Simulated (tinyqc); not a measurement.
Worked calculation: extended Hueckel theory, for CH4-. The parameters take no account of the charge, which enters only through the electron count, and nothing here shows that the anion is bound. Computed by tinyqc, a small Python program that keeps every step (integrals from PySCF). Settings: charge = -1, K = 1.5, weighted = 1, multiplicity = 2. Command: `OMP_NUM_THREADS=1 python tinyqc.py 27099 27100 out.jsonl` (the two numbers bound the seeds that draw the settings). One thread of a shared host (Intel(R) Xeon(R) Processor @ 2.60GHz), about 0.01 s of CPU time with the checks.

## Overlaps

Geometry (angstrom):
```
atom          x          y          z
C      0.000000   0.000000   0.000000
H      0.610000   0.610000   0.610000
H      0.610000  -0.610000  -0.610000
H     -0.610000   0.610000  -0.610000
H     -0.610000  -0.610000   0.610000
```

Parameters chosen for this run:
```
element  shell  Slater exponent   H_ii (eV)
H           1s         1.300000  -13.600000
C           2s         1.625000  -21.400000
C           2p         1.625000  -11.400000
```

Slater orbitals, each expanded in six Gaussians scaled to its exponent.

overlap S, order 1C 2s, 1C 2px, 1C 2py, 1C 2pz, 2H 1s, 3H 1s, 4H 1s, 5H 1s:
```
[[1.000000, 0.000000, 0.000000, 0.000000, 0.511250, 0.511250, 0.511250, 0.511250],
 [0.000000, 1.000000, 0.000000, 0.000000, 0.290180, 0.290180, -0.290180, -0.290180],
 [0.000000, 0.000000, 1.000000, 0.000000, 0.290180, -0.290180, 0.290180, -0.290180],
 [0.000000, 0.000000, 0.000000, 1.000000, 0.290180, -0.290180, -0.290180, 0.290180],
 [0.511250, 0.290180, 0.290180, 0.290180, 1.000000, 0.161989, 0.161989, 0.161989],
 [0.511250, 0.290180, -0.290180, -0.290180, 0.161989, 1.000000, 0.161989, 0.161989],
 [0.511250, -0.290180, 0.290180, -0.290180, 0.161989, 0.161989, 1.000000, 0.161989],
 [0.511250, -0.290180, -0.290180, 0.290180, 0.161989, 0.161989, 0.161989, 1.000000]]
```

## Wolfsberg-Helmholz matrix

diagonal H_ii (eV): [-21.400000, -11.400000, -11.400000, -11.400000, -13.600000, -13.600000, -13.600000, -13.600000]

K = 1.500000

H_ij = K' S_ij (H_ii + H_jj)/2 for i != j (the diagonal keeps H_ii), with K' = K + D^2 + D^4 (1 - K), D = (H_ii - H_jj)/(H_ii + H_jj), K = 1.5.

H (eV), order 1C 2s, 1C 2px, 1C 2py, 1C 2pz, 2H 1s, 3H 1s, 4H 1s, 5H 1s:
```
[[-21.400000, 0.000000, 0.000000, 0.000000, -13.853631, -13.853631, -13.853631, -13.853631],
 [0.000000, -11.400000, 0.000000, 0.000000, -5.468851, -5.468851, 5.468851, 5.468851],
 [0.000000, 0.000000, -11.400000, 0.000000, -5.468851, 5.468851, -5.468851, 5.468851],
 [0.000000, 0.000000, 0.000000, -11.400000, -5.468851, 5.468851, 5.468851, -5.468851],
 [-13.853631, -5.468851, -5.468851, -5.468851, -13.600000, -3.304566, -3.304566, -3.304566],
 [-13.853631, -5.468851, 5.468851, 5.468851, -3.304566, -13.600000, -3.304566, -3.304566],
 [-13.853631, 5.468851, -5.468851, 5.468851, -3.304566, -3.304566, -13.600000, -3.304566],
 [-13.853631, 5.468851, 5.468851, -5.468851, -3.304566, -3.304566, -3.304566, -13.600000]]
```

## Orbitals

valence electrons = 9

Solve H C = S C e through S^(-1/2); fill by pairs from the bottom, a degenerate level sharing its electrons equally; each orbital has its largest coefficient positive (the first on a tie).

orbital energies (eV): [-23.022778, -14.582205, -14.582205, -14.582205, 0.309966, 0.309966, 0.309966, 26.083233]

occupations: [2.000000, 2.000000, 2.000000, 2.000000, 0.333333, 0.333333, 0.333333, 0.000000]

coefficients, order 1C 2s, 1C 2px, 1C 2py, 1C 2pz, 2H 1s, 3H 1s, 4H 1s, 5H 1s:
```
[[0.703264, 0.000000, 0.000000, 0.000000, 0.000000, 0.000000, 0.000000, 1.696790],
 [0.000000, 0.489514, 0.099838, -0.090924, 0.984501, 0.604109, -0.282811, 0.000000],
 [0.000000, 0.089168, 0.017786, 0.499591, -0.616513, 1.016582, 0.025347, 0.000000],
 [0.000000, -0.101409, 0.497569, 0.000385, 0.254638, 0.125634, 1.154793, 0.000000],
 [0.136956, 0.306851, 0.395524, 0.262991, -0.327900, -0.919687, -0.472570, -0.740833],
 [0.136956, 0.322592, -0.267147, -0.379905, -0.709057, 0.283390, 0.770450, -0.740833],
 [0.136956, -0.192195, -0.372653, 0.379410, 0.977263, -0.151062, 0.445873, -0.740833],
 [0.136956, -0.437248, 0.244277, -0.262495, 0.059694, 0.787359, -0.743753, -0.740833]]
```

sum of one-electron energies = -133.228821 eV

Within a degenerate level the vectors are fixed only up to a rotation; this is one choice.

## Mulliken analysis

P = C n C^T; charge = valence electrons (H 1, C 4) minus the sum of (P S)_ii on the atom; overlap population = 2 sum P_ij S_ij between two atoms.

charges: [-0.634527, -0.091368, -0.091368, -0.091368, -0.091368]

Overlap populations:
```
pair      value
2-1    0.342023
3-1    0.342023
3-2   -0.099267
4-1    0.342023
4-2   -0.099267
4-3   -0.099267
5-1    0.342023
5-2   -0.099267
5-3   -0.099267
5-4   -0.099267
```
